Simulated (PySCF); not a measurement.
**H₂S: one-bond stretch**

Level of theory: PBE in PySCF with S def2-TZVP, H def2-TZVP; no relativity; density-fitted integrals.

Rigid scan from the singlet minimum (S–H 1.352 Å (×2); H–S–H 91.8°). Coordinate: the bond from S to the last atom (H) scaled, the rest fixed. Energies in kJ/mol from the minimum.

```json
{"scale of one bond": "0.92", "E (kJ/mol)": "17.2", "dipole size (D)": "1.13"}
{"scale of one bond": "0.96", "E (kJ/mol)": "3.9", "dipole size (D)": "1.13"}
{"scale of one bond": "1.00", "E (kJ/mol)": "0.0", "dipole size (D)": "1.13"}
{"scale of one bond": "1.05", "E (kJ/mol)": "4.9", "dipole size (D)": "1.13"}
{"scale of one bond": "1.12", "E (kJ/mol)": "24.3", "dipole size (D)": "1.12"}
{"scale of one bond": "1.20", "E (kJ/mol)": "57.1", "dipole size (D)": "1.11"}
{"scale of one bond": "1.35", "E (kJ/mol)": "130.9", "dipole size (D)": "1.08"}
{"scale of one bond": "1.55", "E (kJ/mol)": "228.6", "dipole size (D)": "–"}
{"scale of one bond": "1.80", "E (kJ/mol)": "329.3", "dipole size (D)": "–"}
{"scale of one bond": "2.20", "E (kJ/mol)": "435.6", "dipole size (D)": "–"}
```

At long bonds a restricted determinant can lie too high, and another spin state can fall below this curve.

Other isomers or separated fragments may lie lower.
